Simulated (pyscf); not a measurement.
silicon tetrafluoride (F–Si(F)(F)–F) + difluorosilylene (F–Si:–F) [singlet] → difluorosilylene (F–Si:–F) [singlet] + silicon tetrafluoride (F–Si(F)(F)–F) (four-centre exchange; singlet surface; F–Si, F–Si broken, F–Si, F–Si formed). PySCF, gas phase, ωB97X-D3(BJ)/def2-SVP geometries. Energies in kcal/mol from the separated reactants.

```json
[
 {"level": "PBE/def2-TZVP", "barrier": "…", "reaction energy": "0.0"},
 {"level": "r²SCAN/def2-TZVP", "barrier": "13.7", "reaction energy": "0.0"},
 {"level": "PBE0-D3(BJ)/def2-TZVP", "barrier": "14.5", "reaction energy": "0.0"},
 {"level": "M06-2X/def2-TZVP", "barrier": "13.6", "reaction energy": "0.0"},
 {"level": "ωB97M-D3(BJ)/def2-TZVP", "barrier": "…", "reaction energy": "0.0"},
 {"level": "HF/def2-TZVP", "barrier": "27.7", "reaction energy": "0.0"}
]
```

Question: Fill in the missing entries.

Answer: 
- PBE/def2-TZVP, barrier: 16.1
- ωB97M-D3(BJ)/def2-TZVP, barrier: 14.9

The functionals in the table span 2.5 kcal/mol in this barrier, from M06-2X to PBE. One saddle was located; it need not be the lowest between these sides.
